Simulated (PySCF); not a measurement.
Electrostatic solvation of a mixed set.

Level: CAM-B3LYP/def2-SVPD in PySCF, non-relativistic, each on one gas-phase PBE0-D3(BJ)/def2-SVP geometry that isn't relaxed in the solvent. The solvent is an IEF-PCM continuum (cavity from Bondi-type radii × 1.2). Only the electrostatic response of the medium enters. Spin–orbit coupling is left out although an atom past zinc is present.

Problem. Order them by E(solvent) − E(gas) in acetonitrile (ε = 35.69), most negative first (kcal/mol).
A. `[CH3:1][C:2](=[S:3])[N:4]([CH3:5])[CH3:6]` with C1–C2–N4–C5 -178°
B. `[F][GeH2][Br]`
C. `ClCl`

Solution. A (-8.3), B (-3.5), C (-0.9).

| SMILES | charge | ΔE (kcal/mol) | polarisation term (kcal/mol) | HOMO shift (eV) | dipole gas (D) | dipole solvent (D) | atoms | lowest singlet, gas (eV) | lowest singlet, solvent (eV) |
| --- | --- | --- | --- | --- | --- | --- | --- | --- | --- |
| CC(=S)N(C)C | 0 | -8.3 | -11.5 | -0.41 | 5.10 | 7.60 | 15 | 3.48 | 3.81 |
| [F][GeH2][Br] | 0 | -3.5 | -4.1 | +0.09 | 2.31 | 3.02 | 5 | 6.39 | 6.51 |
| ClCl | 0 | -0.9 | -0.9 | +0.04 | 0.00 | 0.00 | 2 | 3.36 | 3.42 |

The polarisation term is half the interaction of the solute with the induced surface charges. Singlets are vertical TDDFT energies (frozen core, non-equilibrium response), the lowest in each medium.
